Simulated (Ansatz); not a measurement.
System: fcc Ir. Method: LDA (PAW; Ansatz, a quantum-chemistry and plane-wave program).

Settings: plane-wave cutoff 520 eV, 24×24×24 k mesh, Fermi–Dirac smearing 0.05 eV, no spin polarisation, scalar-relativistic PAW data made under PBE.

Computed points:

```tsv
V (Å³/atom)	E − E_lowest (meV/atom)	P (GPa)
13.009	71.00	29.19
13.286	30.21	18.26
13.563	7.21	8.56
13.840	0.00	-0.04
14.117	6.80	-7.67
14.393	26.01	-14.43
14.670	56.20	-20.41
```

Q: Fit the third-order Birch–Murnaghan equation and give B0 and B′.

A: V0 = 13.838 Å³/atom, B0 = 405 GPa, B′ = 5.0 (fit to the energies at full precision).

Measured, for comparison: bulk modulus 365 GPa (corrected for temperature and zero-point phonon effects; as tabulated in Levämäki et al. (2014), arXiv:1402.3671); equilibrium volume per atom 14.06 Å³/atom (static lattice: zero-point anharmonic expansion removed; as tabulated in Mejia-Rodriguez and Trickey (2018), arXiv:1807.09216). Computed (rounded) less measured: bulk modulus +11 %, equilibrium volume per atom -1.6 %.

Spin–orbit coupling is not included.

Computed values are for the static lattice.
